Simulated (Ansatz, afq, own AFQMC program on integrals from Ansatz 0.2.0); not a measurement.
Integrals from Ansatz 0.2.0, then the random walk in our own AFQMC program (afq).

```yaml
crystal:
  periodic: [false, false, false]
  atoms:
    - {symbol: O, position_ang: [0.000000, -0.080561, 0.000000]}
    - {symbol: H, position_ang: [0.000000, 0.639389, 0.660870]}
    - {symbol: H, position_ang: [0.000000, 0.639389, -0.660870]}
basis:
  gaussian: {orbitals: aug-cc-pVDZ}
total_charge: -1
magnetization: {spin_polarized: true, initial_magnetization: 1}
correlation: {method: ccsd_t, electrons: outside_noble_gas, hamiltonian_folder: ham}
```

```sh
$ ansatz run in.yaml --threads 1 --pin off --events-out ev --progress --plain --max-ram 1382MiB
```

Options of the walk:

```
--method phaseless --trial cisd --walkers 60 --populations 1 --least-time 40 --time-step 0.005 --steps-per-block 50 --equilibration-blocks 28 --max-blocks 300 --target-error 0.00036 --factor-cut 1e-05 --start spin_pure --seed 3079 --release-times 0.24,0.51,0.99,1.62,2.4 --release-step 0.03 --release-every 4 --taylor-order 6
```

Times are imaginary, in 1/Eh. The walk had a cap of 1356 s.

Log:

```
orbitals 40  electrons 5 4  factors 311 of 386
reference energy -75.99618352 Eh
CCSD correlation -0.23712293 Eh in 10 cycles, weight of the determinant in the CISD state 0.9265
energy of the start -76.233304 Eh
 block  time / (1/Eh)  mean weight  energy / Eh
     1     0.250  1.0019  -76.232228
     2     0.500  1.0008  -76.232734
     3     0.750  1.0018  -76.238504
     4     1.000  0.9974  -76.237758
     5     1.250  1.0024  -76.239415
     8     2.000  1.0018  -76.235969
    17     4.250  0.9964  -76.237452
    41    10.250  1.0003  -76.237800
    65    16.250  0.9987  -76.233602
    89    22.250  0.9982  -76.236673
   113    28.250  0.9989  -76.236589
   137    34.250  0.9997  -76.239265
   161    40.250  1.0026  -76.238598
   185    46.250  0.9989  -76.232784
   209    52.250  1.0008  -76.236403
   233    58.250  1.0006  -76.240366
   257    64.250  1.0002  -76.234972
   281    70.250  1.0029  -76.235570
   305    76.250  0.9974  -76.239698
   313    78.250  0.9999  -76.259227
   321    80.250  1.0011  -76.237011
blocks merged  error / Eh  count
     1  0.000305  300
     2  0.000360  150
     4  0.000430  75
     8  0.000488  37
    16  0.000594  18
    32  0.000435  9
released: time / (1/Eh)  energy / Eh  error  mean overlap
  0.24  -76.241155  0.000449  0.9925
  0.51  -76.240916  0.000358  0.9831
  0.99  -76.240922  0.000364  0.9657
  1.62  -76.239847  0.000408  0.9852
  2.40  -76.239869  0.000397  0.9789
energy -76.240655 +/- 0.000594 Eh
(rows thinned)
```

The run passed its tests (sampling time, drift between the halves within three errors, error under three times the target), which doesn't prove that it has relaxed.

Against this walk (error 16.2 meV) on the same determinant: CCSD(T) 25.8 meV higher (within the noise), CCSDT(Q) 1.6 meV higher (within the noise). The error is statistical and leaves out the bias of the constraint. Released to 2.40 1/Eh the energy moves by 21 ± 19 meV (both errors), within twice the noise.

Cautions: constraint bias not in the error; error above the target (16.2 against 9.8 meV).

The walk took 15 min on 1 thread of Arm Neoverse N1, with other jobs on the host. The log's last line is the phaseless energy.

CCSDT and higher add their correlation energy to the determinant of the CCSD(T) run, since their own runs factorise the integrals more tightly (a shift of under 2 meV). A walk keeps the symmetry of its determinant, which the program's search chose and which needn't be the lowest solution, so a lower state of the same spin and another symmetry isn't excluded.
